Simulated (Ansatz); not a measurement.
# H2SO (SMILES OS): one structure at several levels

An exercise on one series of results from a longer session: the logs are not shown, and one member is left open.

The runs use Ansatz 0.2.0, Gaussian basis; single points in def2-TZVPP.

Cores are frozen in the correlated methods.

**Starting geometry**

SMILES `OS`, 4 atoms, charge 0, spin multiplicity 1.

Atoms are counted from 1 here; the program's logs count them from 0.

Bond lengths: O1–S2 1.655 Å, O1–H3 1.031 Å, S2–H4 1.321 Å. Angles: S2–O1–H3 107.9°, O1–S2–H4 98.2°.

Geometry (Å):

| atom | x (Å) | y (Å) | z (Å) |
| --- | --- | --- | --- |
| O1 | -0.06275 | -0.85289 | -0.17311 |
| S2 | -0.07001 | 0.76146 | -0.53955 |
| H3 | -0.84913 | -1.03565 | 0.46785 |
| H4 | 0.90773 | 1.14141 | 0.26411 |

Set-up of the first run:

Input file run/in.yaml:

```yaml
crystal:
  periodic: [false, false, false]
  atoms:
    - {symbol: O, position_ang: [-0.062749, -0.852893, -0.173106]}
    - {symbol: S, position_ang: [-0.070009, 0.761459, -0.539546]}
    - {symbol: H, position_ang: [-0.849131, -1.035652, 0.467853]}
    - {symbol: H, position_ang: [0.907728, 1.141414, 0.264108]}
basis:
  gaussian: {orbitals: def2-TZVPP}
hamiltonian: {xc: pbe, dispersion: d4}
output: {forces: true}
```

On the command line:

```bash
$ ansatz run in.yaml --threads 2 --pin off --events-out ev --progress --plain --max-ram 3481MiB
```

Among the steps run: PBE-D4/def2-TZVPP; r2SCAN-D4/def2-TZVPP; PBE0-D4/def2-TZVPP; wB97M-V/def2-TZVPP; CCSD(T)/def2-TZVPP.

One of the session's tables, all rows but one given; the rest of the session is left out.

| method | RMS force component (eV/Å) | angle to CCSD(T) forces (°) | dipole (D) |
| --- | --- | --- | --- |
| PBE-D4 | 1.089 | 13.4 | 1.59 |
| r2SCAN-D4 | 1.164 | 4.6 | 1.63 |
| PBE0-D4 | ? | ? | ? |
| wB97M-V | 1.200 | 5.8 | 1.62 |
| CCSD(T) | 1.203 | reference | 1.60 |

**Question.** Estimate the row for PBE0-D4.

As computed: RMS force component (eV/Å): 1.208; angle to CCSD(T) forces (°): 8.9; dipole (D): 1.64. In the column «RMS force component (eV/Å)» it is the highest.

Limits of these values: The reference is not at the basis limit: in triple zeta CCSD(T) underbinds, which counts against methods that bind more; the gaps are no ranking.
